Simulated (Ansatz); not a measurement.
# [PO2]+ (SMILES O=[P+]=O): the energy, rung by rung

[PO2]+ has 3 atoms, charge +1, and is taken as a singlet. As SMILES, `O=[P+]=O`. The shape is that of a GFN2-xTB optimisation.

```xyz
3

O     0.7923    1.0259    0.5482
P     0.0002   -0.0002    0.0003
O    -0.7925   -1.0257   -0.5485
```

Quantity: the energy change with the O1–P2 bond stretched from 1.407 to 3.518 Å, in eV. The values are calculated.

```
                      level                   kind  program  value (eV)  less FCI/STO-3G
     HF/STO-3G (restricted)           Hartree–Fock   Ansatz       -0.71            -1.32
CCSD(T)/STO-3G (restricted)  coupled cluster or CI   Ansatz        0.72            +0.11
   CCSD/STO-3G (restricted)  coupled cluster or CI   Ansatz       -0.03            -0.64
                 FCI/STO-3G     exact in the basis   Ansatz        0.61             0.00
```

FCI/STO-3G is exact within its basis and frozen core, so for wave-function methods in that basis the difference is their error. The first shape isn't each level's own minimum. The values span -0.71 to 0.72 eV. All rows use very small basis sets, so none should be taken for the real molecule's value.
